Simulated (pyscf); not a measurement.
H₂N–Si(F)(Cl)–Cl + hydrogen chloride (HCl) → H₂N–Si(Cl)(Cl)–Cl + hydrogen fluoride (HF) (four-centre exchange; singlet surface; F–Si, Cl–H broken, Cl–Si, F–H formed). Structures and frequencies: ωB97X-D3(BJ)/def2-SVP in PySCF. Energies in kcal/mol from the separated reactants.

```csv
level,barrier,reaction energy
ωB97X-D3(BJ)/def2-TZVP,[?],+10.6
PBE/def2-TZVP,30.0,+12.3
PBE0-D3(BJ)/def2-TZVP,[?],[?]
M06-2X/def2-TZVP,36.4,+13.2
ωB97M-D3(BJ)/def2-TZVP,35.9,+13.1
HF/def2-TZVP,59.1,+16.3
```

Question: Fill in the missing entries.

Answer: 
- ωB97X-D3(BJ)/def2-TZVP, barrier: 34.3
- PBE0-D3(BJ)/def2-TZVP, barrier: 32.1
- PBE0-D3(BJ)/def2-TZVP, reaction energy: +10.8

The functionals in the table span 6.4 kcal/mol in this barrier, from PBE to M06-2X. On the product side the descent ends in a complex, 5.4 kcal/mol under the separated species and 29.2 kcal/mol under the saddle at ωB97X-D3(BJ)/def2-TZVP. This is the saddle that the search found; another between the same sides may lie lower.
